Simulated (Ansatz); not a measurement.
hcp Y, treated with LDA (PAW; Ansatz, a first-principles code).

Run with plane-wave cutoff 520 eV, 16×16×10 k mesh (along the axes of the cell as run), Fermi–Dirac smearing 0.1 eV, perturbation theory, force constants from a 4×4×2 q mesh, scalar-relativistic PAW data made under PBE.

Computed at the level's own relaxed cell.

Y is taken in the hexagonal space group P6₃/mmc (No. 194), the hcp (Mg type) structure, Pearson symbol hP2. Conventional cell: a = b = 3.540 Å, c = 5.515 Å, α = β = 90.00°, γ = 120.00°. Y on 2c is coordinated by 12 Y at 3.432–3.540 Å (anticuboctahedral). (Neighbours: up to the widest gap in distance over summed covalent radii, below 1.35, at either atom.)

Harmonic phonon frequencies (cm⁻¹; i marks an imaginary mode):

| q point | frequencies |
|---|---|
| Γ | 0 0 0 85 85 152 |
| A | 62 62 62 62 114 114 |

No imaginary mode appears at these points.
